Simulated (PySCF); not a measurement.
C₂H₅F, optimised at PBE0/def2-TZVP:

```xyz
8

C      0.7543     0.0701     0.0487
C     -0.7338    -0.1359    -0.0215
F     -1.3266     0.9073    -0.7154
H      1.2184    -0.7540     0.5964
H      1.1878     0.1047    -0.9525
H      0.9920     1.0024     0.5640
H     -1.1840    -0.1626     0.9755
H     -0.9877    -1.0626    -0.5452
```

Computed with PySCF (xtb for GFN2) and rigid-rotor harmonic-oscillator thermochemistry at 1 bar. 6-31G* has spherical d functions here. All species are closed-shell singlets. B3LYP is the form with VWN-RPA correlation.

List the harmonic frequencies (cm⁻¹, unscaled) at this level and at the other levels, each on its own geometry.


- PBE0/def2-TZVP: 255, 415, 810, 899, 1091, 1134, 1187, 1302, 1392, 1423, 1473, 1492, 1515, 3050, 3057, 3093, 3134, 3145
- B3LYP/6-31G*: 266, 406, 820, 904, 1081, 1145, 1204, 1311, 1428, 1456, 1514, 1530, 1557, 3044, 3058, 3082, 3127, 3138
- GFN2-xTB: 208, 401, 823, 915, 1079, 1105, 1148, 1246, 1327, 1400, 1455, 1475, 1490, 2943, 2951, 3049, 3051, 3057
- HF/6-31G*: 273, 440, 878, 971, 1169, 1239, 1308, 1422, 1548, 1588, 1628, 1646, 1684, 3210, 3243, 3274, 3277, 3301
- PBE/def2-SVP: 262, 399, 785, 876, 1062, 1100, 1143, 1252, 1331, 1376, 1402, 1425, 1451, 2944, 2979, 2991, 3072, 3077
